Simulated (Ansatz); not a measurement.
# SiH4O (built from SMILES O[SiH3]): a barrier at many levels of theory

How high is the barrier of this step (O2–H3 formed, Si1–O2 loosened, Si1–H3 broken), and how far do cheaper methods land from CCSD(T)?

Program: Ansatz 0.2.0, Gaussian basis. Level of theory: single points in def2-TZVPP on PBE0-D4/def2-TZVP structures. These are calculated values, not measurements.

Levels: SPW92, PBE-D4, BLYP-D4, r2SCAN-D4, B97M-V, PBE0-D4, B3LYP-D4, r2SCAN0-D4, BHLYP-D4, CAM-B3LYP-D4, wB97X-V, wB97M-V, B2PLYP, PBE-QIDH, RPA on PBE, Hartree-Fock, MP2, CCSD, CCSD(T). The reference is CCSD(T) at the basis limit, from triple and quadruple zeta. Zero-point energies come from PBE0-D4 vibrations.

Correlated methods freeze the cores. B3LYP uses VWN-RPA correlation. B2PLYP carries no dispersion term here.

42 further runs of the same task are left out: 42 set aside as unsound or not needed.

**1. Start, saddle and end, as given**

Charge 0, multiplicity 1. The folders r, ts and p hold the start, the saddle and the end; their coordinates stand in the first inputs.

```csv
pair,r (Å),ts (Å),p (Å)
O2–H3,2.597,1.257,0.963
Si1–O2,1.648,1.898,2.059
Si1–H3,1.489,1.629,2.556
```

**2. SPW92/def2-TZVPP**

r/in.yaml

```yaml
crystal:
  periodic: [false, false, false]
  atoms:
    - {symbol: Si, position_ang: [-0.385935, 0.068238, -0.052455]}
    - {symbol: O, position_ang: [1.250198, 0.225533, -0.169264]}
    - {symbol: H, position_ang: [-0.848952, -1.252029, -0.561868]}
    - {symbol: H, position_ang: [-0.852147, 0.204291, 1.355057]}
    - {symbol: H, position_ang: [-0.958367, 1.154919, -0.879033]}
    - {symbol: H, position_ang: [1.795203, -0.400953, 0.307562]}
basis:
  gaussian: {orbitals: def2-TZVPP}
hamiltonian: {xc: lda}
```

ts/in.yaml

```yaml
crystal:
  periodic: [false, false, false]
  atoms:
    - {symbol: Si, position_ang: [-0.817010, 0.079251, -0.042367]}
    - {symbol: O, position_ang: [1.006934, -0.282879, -0.423163]}
    - {symbol: H, position_ang: [0.107831, -1.144828, -0.590530]}
    - {symbol: H, position_ang: [-0.780110, 0.445307, 1.411397]}
    - {symbol: H, position_ang: [-1.040590, 1.393153, -0.722368]}
    - {symbol: H, position_ang: [1.522945, -0.490005, 0.367032]}
basis:
  gaussian: {orbitals: def2-TZVPP}
hamiltonian: {xc: lda}
```

p/in.yaml

```yaml
crystal:
  periodic: [false, false, false]
  atoms:
    - {symbol: Si, position_ang: [-1.220344, 0.167742, -0.074509]}
    - {symbol: O, position_ang: [0.677063, -0.503383, -0.508942]}
    - {symbol: H, position_ang: [0.722262, -1.459876, -0.408262]}
    - {symbol: H, position_ang: [-0.768805, 0.351456, 1.377785]}
    - {symbol: H, position_ang: [-0.736296, 1.555669, -0.471592]}
    - {symbol: H, position_ang: [1.326121, -0.111608, 0.085520]}
basis:
  gaussian: {orbitals: def2-TZVPP}
hamiltonian: {xc: lda}
```

The same command starts each run, in its folder.

On the command line:

```bash
ansatz run in.yaml --threads 2 --pin off --events-out ev --progress --plain --max-ram 4352MiB
```

The runs that follow: PBE-D4/def2-TZVPP; BLYP-D4/def2-TZVPP; r2SCAN-D4/def2-TZVPP; B97M-V/def2-TZVPP; PBE0-D4/def2-TZVPP; B3LYP-D4/def2-TZVPP; r2SCAN0-D4/def2-TZVPP; BHLYP-D4/def2-TZVPP; CAM-B3LYP-D4/def2-TZVPP; wB97X-V/def2-TZVPP; wB97M-V/def2-TZVPP; B2PLYP/def2-TZVPP; PBE-QIDH/def2-TZVPP; RPA on PBE/def2-TZVPP; CCSD(T)/def2-TZVPP; MP2/def2-QZVPP; Vibrations of the start structure; Vibrations of the end structure.

**Question.** What will these runs give? Wanted: barrier, CCSD(T)/CBS; reverse barrier, CCSD(T)/CBS; step energy, CCSD(T)/CBS; barrier with zero-point energy; step energy with zero-point energy; imaginary mode at the saddle; largest T1 diagnostic.

The runs gave:

```
                          quantity          value
              barrier, CCSD(T)/CBS   346.7 kJ/mol
      reverse barrier, CCSD(T)/CBS    97.1 kJ/mol
          step energy, CCSD(T)/CBS  +249.6 kJ/mol
    barrier with zero-point energy   336.8 kJ/mol
step energy with zero-point energy  +252.9 kJ/mol
      imaginary mode at the saddle     1522i cm⁻¹
             largest T1 diagnostic          0.015
```

The functionals run from CAM-B3LYP-D4, off by 0.0 kJ/mol, to SPW92, off by -62.7 kJ/mol, against CCSD(T)/CBS. By rung, the mean size of the error is: LDA 62.7, GGA 44.2, meta-GGA 18.9, hybrid 14.1, range-separated hybrid 3.4, double hybrid 4.5 kJ/mol. PBE-D4 gives a barrier 50.8 kJ/mol too low, outside chemical accuracy (1 kcal/mol, 4.2 kJ/mol). Every functional without exact exchange puts the barrier too low, the usual mark of self-interaction error, which favours the spread-out density of a saddle. The barrier rises with the share of exact exchange, from BLYP-D4 through B3LYP-D4 to BHLYP-D4 (-37.6, -12.6, +23.8 kJ/mol). Hartree-Fock, with no correlation, is off by +76.5 kJ/mol. Zero-point motion lowers the barrier by 10.0 kJ/mol. The restricted Hartree–Fock reference is unstable towards an unrestricted one at one or more of these structures.
